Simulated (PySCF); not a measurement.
Potential energy surface of H5Si (anion, charge -1), singlet: backside substitution at Si, threefold axis kept. Scanned: first Si-H distance and second Si-H distance. Other coordinates (H-Si-H angle, Si-H length) were minimised at PBE0/def2-SVPD.

Cartesian coordinates as functions of the variables (Å; names that start with a are angles):
```
Si  0  0  0
H  0  0  -r1
H  0  0  r2
H  r*sin(a)*cos(0*2*pi/3+0)  r*sin(a)*sin(0*2*pi/3+0)  0+r*cos(a)
H  r*sin(a)*cos(1*2*pi/3+0)  r*sin(a)*sin(1*2*pi/3+0)  0+r*cos(a)
H  r*sin(a)*cos(2*2*pi/3+0)  r*sin(a)*sin(2*2*pi/3+0)  0+r*cos(a)
```

Method: PBE/aug-cc-pVDZ (PySCF).

Energy in kcal/mol above the lowest grid point; x is the first Si-H distance (Å), y the second Si-H distance (Å).

```csv
y \ x,1.39,1.48,1.57,1.67,1.79,1.92,2.09,2.28,2.52,2.81,3.26
3.26,21.4,17.4,16.7,18.6,23.0,29.0,37.5,46.6,56.7,66.6,77.5
2.81,20.2,15.7,14.5,15.8,19.5,24.8,32.3,40.5,49.5,58.1,66.6
2.52,18.7,13.8,12.3,13.1,16.1,20.7,27.3,34.4,42.2,49.5,56.7
2.28,16.6,11.4,9.4,9.7,12.1,16.0,21.7,27.8,34.4,40.5,46.6
2.09,14.2,8.7,6.5,6.4,8.3,11.6,16.4,21.7,27.3,32.3,37.5
1.92,11.7,6.0,3.6,3.2,4.7,7.4,11.6,16.0,20.7,24.8,29.0
1.79,9.9,4.2,1.6,1.0,2.2,4.7,8.3,12.1,16.1,19.5,23.0
1.67,8.9,3.3,0.6,0.0,1.0,3.2,6.4,9.7,13.1,15.8,18.6
1.57,9.5,3.9,1.3,0.6,1.6,3.6,6.5,9.4,12.3,14.5,16.7
1.48,12.0,6.4,3.9,3.3,4.2,6.0,8.8,11.4,13.9,15.7,17.4
1.39,17.4,12.0,9.5,8.9,9.9,11.7,14.2,16.6,18.7,20.2,21.4
```

Points that lie below all their neighbours on the grid: x = 1.67, y = 1.67 (0.0 kcal/mol).
